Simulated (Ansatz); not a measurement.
B20 (FeSi-type) RuSi, relaxed in Ansatz (plane waves) with several semilocal functionals. Each gives its own volume and its own elastic constant C11:

```
level   V0 (Å³/atom)  elastic constant C11 (GPa)   ln V0  ln C11
------  ------------  --------------------------  ------  ------
LDA           12.680                       336.8  2.5400  5.8195
PBEsol        12.891                       330.6  2.5565  5.8009
PBE           13.276                       294.1  2.5860  5.6839
```

Question: Fit a straight line to ln C11 against ln V0. What does it predict for r²SCAN, whose volume is 13.018 Å³/atom?

Answer: With x = ln V0 and y = ln C11: means 2.56083 and 5.76810; Σ(Δx Δy) = -0.003332, Σ(Δx²) = 0.001086, so the slope is -3.07. At x = 2.5663 the line gives y = 5.76810 + (-3.07) × (2.5663 − 2.56083) = 5.7513, or 314.6 GPa. The run with r²SCAN gives 323.3 GPa, +2.8 % from the line. The rows used scatter about it by up to 2.0 %, while the largest value lies 15 % above the smallest.

Ansatz's density-functional and Hartree–Fock values are scalar-relativistic unless marked +SOC, with PAW data made under PBE.

Ansatz is a first-principles code.
